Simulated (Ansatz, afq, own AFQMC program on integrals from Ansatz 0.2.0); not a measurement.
BeS⁺, doublet → BeS⁺, quartet

```xyz
2

S     0.0000    0.0000    0.0000
Be    0.0000    0.0000    1.8425
```

E(quartet, charge +1) − E(doublet, charge +1) at this geometry, on UHF and UHF determinants.

Basis cc-pVDZ. Noble-gas cores (and the filled d shells of Ga–Kr and In–Xe) are frozen. Integrals, coupled cluster, full CI and functionals: Ansatz 0.2.0; the random walks run on the same integrals in our own AFQMC program. The CISD trial takes its coefficients from CCSD amplitudes. Released means that phaseless walkers are propagated on without the constraint, phases kept. Error bars are statistical, one sigma. The errors of all members are added in quadrature.

No full CI on the walks' own integrals is used here; CCSDT(Q) serves as the reference and is uncertain by about the last step of the cluster series. Each member takes its own surest rung, up to full CI.

The best estimate is CCSD(T) at the basis-set limit (CBS: def2-TZVPP and def2-QZVPP, with their diffuse functions for anions and beside diffuse sets, CCSD(T) itself extrapolated) plus the step from CCSD(T) to CCSDT(Q) in cc-pVDZ. Rows without CBS are in cc-pVDZ, the functionals in def2-TZVP; B2PLYP and the wave-function rows carry a basis error of their own. Core correlation and relativity beyond core potentials are missing, and ± holds the sampling alone.

Cautions: BeS⁺ (quartet): another spin lies lower, the ph-AFQMC/CISD walk drifts between its halves (2.1 errors); core correlation is missing, and it shifts such a gap most where an s electron is promoted.

| level | vertical spin gap (kcal/mol) |
| --- | --- |
| r2SCAN | 50.0 |
| PBE | 51.6 |
| wB97M-V | 54.3 |

Problem. From these cheaper values, estimate the vertical spin gap at the level of the best estimate.

Solution. 51.3 kcal/mol (best estimate, highest rung CCSDT(Q)).

```
         level  vertical spin gap (kcal/mol)  error against the best estimate (kcal/mol)
            HF                          23.2                                       -28.1
           MP2                          42.6                                        -8.7
          CCSD                          41.2                                       -10.1
       CCSD(T)                          42.7                                        -8.6
         CCSDT                          42.8                                        -8.5
      CCSDT(Q)                          43.0                                        -8.3
 ph-AFQMC/CISD                    42.8 ± 0.3                                  -8.5 ± 0.3
released AFQMC                    43.0 ± 0.3                                  -8.3 ± 0.3
        HF/CBS                          23.3                                       -28.0
       MP2/CBS                          50.7                                        -0.6
   CCSD(T)/CBS                          51.0                                        -0.3
          PBE0                          48.4                                        -2.9
         B3LYP                          50.2                                        -1.0
        B2PLYP                          49.1                                        -2.1
```

Correlation beyond CCSD(T) adds 0.3 kcal/mol. Going to the basis-set limit adds 8.3 kcal/mol at CCSD(T). The perturbative (T) step is worth +1.5 kcal/mol.

Best estimates are given only where the step beyond CCSD(T) is under 0.3 eV and no member's determinant is very poor (T1 over 0.05, or 0.07 for open shells, ⟨S²⟩ too high by 0.3, two states mixed), so the hardest cases are missing from such tables.

The functionals ran in a triple-zeta set and keep a basis error of their own, a few kJ/mol for each bond in atomization energies and more for double hybrids, so close places among them and the extrapolated levels can swap.

CCSDT and higher add their correlation energy to the determinant of the CCSD(T) run, since their own runs factorise the integrals more tightly (a shift of under 2 meV). Each member of a difference takes its own highest rung, so a best estimate needn't equal the limit plus the step of one row. A walk keeps the symmetry of its determinant, which the program's search chose and which needn't be the lowest solution, so a lower state of the same spin and another symmetry isn't excluded. Released energies are given only where the last usable release times agree within the noise; a slower fall can still hide under it.
